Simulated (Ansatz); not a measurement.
Basis-set limit of F⁻, singlet

A free F anion.

Ansatz 0.2.0, RHF determinant, valence electrons correlated. Energies in eV.

| set | X | functions | Hartree–Fock | MP2 correlation | CCSD(T) correlation | time |
| --- | --- | --- | --- | --- | --- | --- |
| def2-TZVPPD | 3 | 40 | -2706.3309 | -7.8139 | -7.9199 | 3.4 s on 1 × NVIDIA H100 80GB HBM3 with 1 thread of AMD EPYC 7R13 Processor (Zen 3) (shared host) |
| def2-QZVPPD | 4 | 66 | -2706.4209 | -8.4797 | -8.5635 | 4.3 s on 1 × NVIDIA H100 80GB HBM3 with 1 thread of AMD EPYC 7R13 Processor (Zen 3), on a shared host |

Hartree–Fock is taken to follow E(X) = E∞ + A·exp(−7.88·√X), correlation E(X) = E∞ + B·X^−2.97.

Cautions: raised T1 diagnostic.

Task: Work out the CCSD(T) energy at the limit, and how far the shortcut misses it that extrapolates MP2 and adds CCSD(T) minus MP2 from the smaller set.

Result: Hartree–Fock: E∞ = E4 + 0.1377·(E4 − E3) = -2706.4333. Correlation: E∞ = E4 + 0.7407·(E4 − E3) = -9.0403 for CCSD(T) and -8.9729 for MP2. The limit is -2715.4736 eV, 0.489 eV below def2-QZVPPD. The shortcut gives a correlation energy of -8.9729 + (-0.1060) = -9.0789, 39 meV lower than the direct value.
